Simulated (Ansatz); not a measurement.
```yaml
crystal:
  periodic: [false, false, false]
  atoms:
    - {symbol: Nb, position_ang: [0.000000, 0.000000, -0.162889]}
    - {symbol: Cl, position_ang: [0.000000, 0.000000, 1.990742]}
    - {symbol: H, position_ang: [0.000000, 0.000000, -1.827854]}
basis:
  gaussian: {orbitals: def2-TZVP}
magnetization: {spin_polarized: true, initial_magnetization: 3}
hamiltonian: {xc: pbe0}
relax: {f_tol: 0.004, max_steps: 80}
```

```sh
$ ansatz run in.yaml --threads 1 --pin off --events-out ev --progress --plain --max-ram 2176MiB
```

Steps of the relaxation (energy above the last step; positions in Å, forces in eV/Å):

```
3
step 1, 540.9 meV
Nb    0.000    0.000   -0.163    0.000    0.000   -0.297
Cl    0.000    0.000    1.991    0.000    0.000    3.541
H     0.000    0.000   -1.828    0.000    0.000   -3.243
```

```
3
step 2, 1.9 meV
Nb    0.000    0.000   -0.139    0.000    0.000   -0.257
Cl    0.000    0.000    2.164    0.000    0.000    0.096
H     0.000    0.000   -2.025    0.000    0.000    0.161
```

```
3
step 3, 0.1 meV
Nb    0.000    0.000   -0.147    0.000    0.000   -0.017
Cl    0.000    0.000    2.160    0.000    0.000    0.049
H     0.000    0.000   -2.013    0.000    0.000   -0.032
```

```
3
step 5, 0.0 meV
Nb    0.000    0.000   -0.147    0.000    0.000    0.000
Cl    0.000    0.000    2.163    0.000    0.000    0.000
H     0.000    0.000   -2.016    0.000    0.000    0.000
```

Close pairs at the end: Nb1–H3 1.869 Å, Nb1–Cl2 2.311 Å.

A stationary point of unrestricted PBE0 after 5 steps, with ⟨S²⟩ = 3.763 against 3.75 for a pure state; no frequencies were run, so it isn't proven a minimum. 24 s on 1 thread of AMD EPYC 9R45, shared host.
